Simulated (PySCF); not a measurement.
# Working out the ionisation energy of Si

Si [Ne] 3s2 3p2 (3P) → Si⁺ [Ne] 3s2 3p1 (2P). Computed with PySCF 2.14 in aug-cc-pCVTZ-DK, with the spin-free X2C one-electron Hamiltonian (Gaussian nucleus). Frozen: nothing. Energies in hartree (1 hartree = 27.21139 eV):

| part | Si (lower) | Si⁺ (upper) |
| --- | --- | --- |
| UHF | -289.459292 | -289.178982 |
| MP2 opposite-spin | -0.279290 | -0.271334 |
| MP2 same-spin | -0.097771 | -0.090590 |

Problem. What does Hartree-Fock give?

Solution. (-289.178982) − (-289.459292) = 0.280310 hartree = 7.628 eV.

Problem. What do MP2 and SCS-MP2 (6/5 opposite-spin, 1/3 same-spin) give?

Solution. The opposite-spin parts differ by 0.216 eV and the same-spin parts by 0.195 eV. MP2: 7.628 + (0.216) + (0.195) = 8.039 eV. SCS-MP2: 7.628 + 1.2 × (0.216) + (0.195)/3 = 7.952 eV.

Measured between the centres of the two terms (NIST): 8.157 eV, so MP2 (all electrons) is off by -0.118 eV.

What remains against the reference includes basis incompleteness and correlation beyond second order.
